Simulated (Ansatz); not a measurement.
# P2+ (quartet): the correlation ladder, cc-pVDZ

How much of the correlation energy of P2+ (quartet) does each wave-function method recover here?

Method: cc-pVDZ, core rule «outside noble gas», up to 10 orbitals frozen; program: Ansatz 0.2.0, Gaussian basis.

The runs, in order: UHF; CCSD(T) on ROHF; CCSD(T) on UHF; BCCD(T) on ROHF; CISD; CCSDT(Q) on ROHF; CCSDT(Q) on UHF; CASSCF and MRCISD+Q, 9 electrons in 8 orbitals; CASSCF and NEVPT2, 9 electrons in 8 orbitals.

19 further runs of the same task are left out: 7 that didn't finish, 12 set aside as unsound or not needed.

### Step 1. What is computed

The geometry is a PBE0/def2-TZVP stationary point (not a proven minimum) of the parent state, kept for this charge and spin.

2 atoms, charge 1, spin multiplicity 4.

Atoms are counted from 1 here; the program's logs count them from 0.

Bond lengths: P1–P2 2.056 Å.

### Step 2. UHF

in.yaml

```yaml
crystal:
  periodic: [false, false, false]
  atoms:
    - {symbol: P, position_ang: [0.000000, 0.000000, 0.000000]}
    - {symbol: P, position_ang: [0.000000, 0.000000, 2.055800]}
basis:
  gaussian: {orbitals: cc-pVDZ}
total_charge: 1
magnetization: {spin_polarized: true, initial_magnetization: 3}
hamiltonian: {xc: hf}
output: {orbitals: {seedname: orbitals}}
```

On the command line:

```console
ansatz run in.yaml --threads 1 --pin off --events-out ev --progress --plain --max-ram 2393MiB
```

Further steps of the session: CCSD(T) on ROHF; CCSD(T) on UHF; BCCD(T) on ROHF; CISD; CCSDT(Q) on ROHF; CCSDT(Q) on UHF; CASSCF and MRCISD+Q, 9 electrons in 8 orbitals; CASSCF and NEVPT2, 9 electrons in 8 orbitals.

**Question.** What will the summary of the whole plan be? Wanted: UCCSDT(Q) below the RHF energy; RMP2 from UCCSDT(Q); UMP2 from UCCSDT(Q); RCCSD from UCCSDT(Q); RCCSD(T) from UCCSDT(Q); UCCSD(T) from UCCSDT(Q); RCCSDT(Q) from UCCSDT(Q); NEVPT2 valence from UCCSDT(Q); MRCISD+Q valence from UCCSDT(Q).

**Answer**, as computed:

| quantity | value |
| --- | --- |
| UCCSDT(Q) below the RHF energy | -5.2593 eV |
| RMP2 from UCCSDT(Q) | +1160.9 meV |
| UMP2 from UCCSDT(Q) | +1204.1 meV |
| RCCSD from UCCSDT(Q) | +211.3 meV |
| RCCSD(T) from UCCSDT(Q) | +47.2 meV |
| UCCSD(T) from UCCSDT(Q) | +46.8 meV |
| RCCSDT(Q) from UCCSDT(Q) | +0.5 meV |
| NEVPT2 valence from UCCSDT(Q) | +665.7 meV |
| MRCISD+Q valence from UCCSDT(Q) | -237.8 meV |
| levels within 1 kcal/mol (43 meV) | RCCSDT, UCCSDT, RCCSDT(Q) |
| T1 diagnostic | 0.021 |
| effectively unpaired electrons | 3.75 |

In words: RCCSD(T) lands +47.2 meV from the yardstick (0.9 % of the correlation energy). The occupations show some static correlation. Of the multireference levels listed MRCISD+Q valence comes nearest in total energy (-237.8 meV), which doesn't show that its space is the better one. These misses are within one basis, not against nature; the frozen cores of restricted and unrestricted runs differ, which can shift their rows.
